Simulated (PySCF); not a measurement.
# State search for OF

Unrestricted PBE0; O def2-TZVP, F def2-TZVP; no relativity (PySCF 2.14). Outer shells of the fragments: O 2s2 2p4; F 2s2 2p5.

Followed along the bond (rough minima from three points):

```
2Ms+1   unpaired  ⟨S²⟩ at the start  R at minimum (Å)  Te (eV)
    2        π ↑               0.75              1.33     0.00
    4  σ ↑, π ↑↑               3.76  none in the scan   ≤ 2.99
```

Solutions found at the starting distance of 1.215 Å, counted from the lowest of them; the search is not exhaustive and high or unbound solutions are not listed, so other states can lie among these:

```
2Ms+1   unpaired  term  E (eV)  ⟨S²⟩  ⟨Lz²⟩  μ (D)
    2        π ↑    ²Π    0.00  0.75   1.00   0.44
    4  σ ↑, π ↑↑   ⁴Σ⁻    6.68  3.76   0.00   0.04
```

A term symbol is given only where ⟨S²⟩ and ⟨Lz²⟩ are close to those of a pure state; real π, δ and φ orbitals otherwise mix terms. A positive dipole means O(−)F(+).

Counting both spins, an empty level lies below a filled one in some of these solutions, because spin and occupation are held.
